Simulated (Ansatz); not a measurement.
A nudged elastic band was laid between two geometries of BH₄NO (7 atoms, charge 0, multiplicity 1).

Level of theory: RKS BHLYP-D4/def2-SVP in Ansatz.

```
movable images  : 5
climbing image  : yes
spring          : 5.0 eV/Å²
optimiser       : quadratic models (default)
start path      : through a guess of the saddle point
force threshold : 0.03 eV/Å
iteration limit : 60
end points      : relaxed
```

Image 0:

```xyz
7
Properties=species:S:1:pos:R:3
B 0.088 -0.243 0.098
H 0.018 -0.611 1.244
O 1.290 -0.078 -0.519
H 2.032 -0.278 0.040
N -1.083 0.018 -0.613
H -1.997 -0.086 -0.215
H -1.075 0.325 -1.569
```

Image 6:

```xyz
7
Properties=species:S:1:pos:R:3
B -1.679 -1.509 -0.650
H 1.423 -0.027 1.156
O 1.332 0.314 0.267
H 1.952 -0.192 -0.257
N -1.349 -0.192 -0.679
H -1.979 0.528 -0.999
H -0.427 0.125 -0.370
```

Q: What changes between the two ends?

A: Bonds broken: B1–H2, B1–O3. Bonds formed: H2–O3. BH4NO becomes BH2N + H2O.

Q: What energy profile does the band end with?

A: The forces met the threshold. The highest image is number 2 of 0 to 6, 5.00 eV above the first end and 0.58 eV above the last; the last end lies 4.42 eV above the first. Neighbouring images differ by up to 4.0 eV, so the band resolves the path poorly. A vibrational analysis at the climbing image gives one clearly imaginary mode, 1348i cm⁻¹: a first-order saddle point. The orbitals stay closed-shell, which can raise the energy where a bond breaks towards radicals; this wasn't checked here.

```json
{"image": "0", "path coordinate (Å)": "0.00", "energy (eV)": "0.00", "B1–H2 (Å)": "1.21", "B1–O3 (Å)": "1.36", "H2–O3 (Å)": "2.24"}
{"image": "1", "path coordinate (Å)": "0.90", "energy (eV)": "0.96", "B1–H2 (Å)": "1.19", "B1–O3 (Å)": "1.38", "H2–O3 (Å)": "1.97"}
{"image": "2", "path coordinate (Å)": "1.79", "energy (eV)": "5.00", "B1–H2 (Å)": "1.44", "B1–O3 (Å)": "1.67", "H2–O3 (Å)": "1.12"}
{"image": "3", "path coordinate (Å)": "2.48", "energy (eV)": "4.54", "B1–H2 (Å)": "2.05", "B1–O3 (Å)": "2.33", "H2–O3 (Å)": "0.97"}
{"image": "4", "path coordinate (Å)": "3.17", "energy (eV)": "4.45", "B1–H2 (Å)": "2.57", "B1–O3 (Å)": "2.80", "H2–O3 (Å)": "0.96"}
{"image": "5", "path coordinate (Å)": "3.86", "energy (eV)": "4.43", "B1–H2 (Å)": "3.18", "B1–O3 (Å)": "3.22", "H2–O3 (Å)": "0.96"}
{"image": "6", "path coordinate (Å)": "4.55", "energy (eV)": "4.42", "B1–H2 (Å)": "3.88", "B1–O3 (Å)": "3.64", "H2–O3 (Å)": "0.96"}
```

Q: What is the geometry of the highest image?

A: 
```xyz
7
Properties=species:S:1:pos:R:3
B -0.372 -0.319 0.449
H 0.900 -0.208 1.105
O 1.179 0.207 0.107
H 1.643 -0.507 -0.344
N -1.147 -0.118 -0.668
H -2.125 -0.348 -0.684
H -0.804 0.341 -1.499
```

Time of the run: 3 min on 1 thread of Arm Neoverse V1, with other jobs on the host, peak memory 0.11 GiB.
